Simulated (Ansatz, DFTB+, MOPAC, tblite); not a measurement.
**Band gap of diamond-structure Ge: levels of theory against measurement**

Reference value: 0.79 eV (measured, measured zero-point renormalisation of 52 meV added back here; inputs from Miglio et al. (2020), arXiv:2011.12765).

Problem. What do GFN1-xTB as cut by DFTB+, GFN2-xTB, GFN2-xTB as cut by DFTB+, MNDO semi-empirical Hartree-Fock (MOPAC), PM3 semi-empirical Hartree-Fock (MOPAC), PM6 semi-empirical Hartree-Fock (MOPAC), LDA+SOC, PBE+SOC, PBEsol+SOC, r²SCAN+SOC, HSE06+SOC give, and how far is each from the reference?

Solution. 
```csv
level (code),value (eV),cell (Å³/atom),error (eV)
GFN1-xTB as cut by DFTB+,0.52 (indirect),22.64,-0.27
GFN2-xTB (tblite),0.00,23.56,-0.79
GFN2-xTB as cut by DFTB+,0.00,22.64,-0.79
MNDO semi-empirical Hartree-Fock (MOPAC),6.65,22.64,+5.86
PM3 semi-empirical Hartree-Fock (MOPAC),4.04,20.35,+3.25
PM6 semi-empirical Hartree-Fock (MOPAC),5.06,22.47,+4.27
LDA+SOC (Ansatz),0.00,22.64,-0.79
PBE+SOC (Ansatz),0.00,22.64,-0.79
PBEsol+SOC (Ansatz),0.00,22.64,-0.79
r²SCAN+SOC (Ansatz),0.35 (direct),22.64,-0.44
HSE06+SOC (Ansatz),0.68 (indirect),22.64,-0.11
```

Leaving aside GFN1-xTB as cut by DFTB+ (doubt noted below), GFN2-xTB (doubt noted below), GFN2-xTB as cut by DFTB+ (doubt noted below), MNDO semi-empirical Hartree-Fock (MOPAC) (doubt noted below), PM3 semi-empirical Hartree-Fock (MOPAC) (doubt noted below), PM6 semi-empirical Hartree-Fock (MOPAC) (doubt noted below): Closest of the ranked levels: HSE06+SOC (-0.11 eV). Once the reference is moved by up to 0.03 eV (a margin picked here for doubts on the reference and the settings) and values within 0.03 eV count as equal, the farthest can be PBEsol+SOC (-0.79 eV), PBE+SOC (-0.79 eV) or LDA+SOC (-0.79 eV). Of the ranked levels only HSE06+SOC lands within 0.3 eV. No gap at all, against the measurement: LDA+SOC, PBE+SOC, PBEsol+SOC. All 5 levels lie below the reference.

Density-functional gaps are differences of (generalised) Kohn–Sham levels of a static lattice; semilocal ones lie below quasiparticle gaps as a rule. Measured gaps hold zero-point and thermal shifts unless a correction is named. Spin–orbit coupling is included only where a level's name says +SOC; with heavier elements it mostly lowers gaps and can invert bands. A gap of zero means that the bands touch or overlap; how far they overlap is not shown.  GFN1-xTB as cut by DFTB+, GFN2-xTB, GFN2-xTB as cut by DFTB+, MNDO semi-empirical Hartree-Fock (MOPAC), PM3 semi-empirical Hartree-Fock (MOPAC), PM6 semi-empirical Hartree-Fock (MOPAC): the gap is read on the k mesh or supercell of the run alone and can be too large. GFN1-xTB as cut by DFTB+, GFN2-xTB, GFN2-xTB as cut by DFTB+, MNDO semi-empirical Hartree-Fock (MOPAC), PM3 semi-empirical Hartree-Fock (MOPAC), PM6 semi-empirical Hartree-Fock (MOPAC): the method was fitted mainly to molecules. GFN1-xTB as cut by DFTB+, GFN2-xTB as cut by DFTB+: codes differ in how they cut the long-range tail of xTB's charge interaction in a crystal, so the value belongs to this code. MNDO semi-empirical Hartree-Fock (MOPAC), PM3 semi-empirical Hartree-Fock (MOPAC), PM6 semi-empirical Hartree-Fock (MOPAC): gaps of these semi-empirical methods are Hartree–Fock-like level differences, and their formation enthalpies are fitted 298 K values. Values are at the measured cell; GFN2-xTB at the level's own relaxed cell; PM3 semi-empirical Hartree-Fock (MOPAC) at the level's own relaxed cell; PM6 semi-empirical Hartree-Fock (MOPAC) at the level's own relaxed cell. Cutoffs and k meshes differ between the levels. Ansatz's density-functional and Hartree–Fock values are scalar-relativistic unless marked +SOC, with PAW data made under PBE.

Differences are worked out from the printed values.

Ansatz is a program for electronic structure.
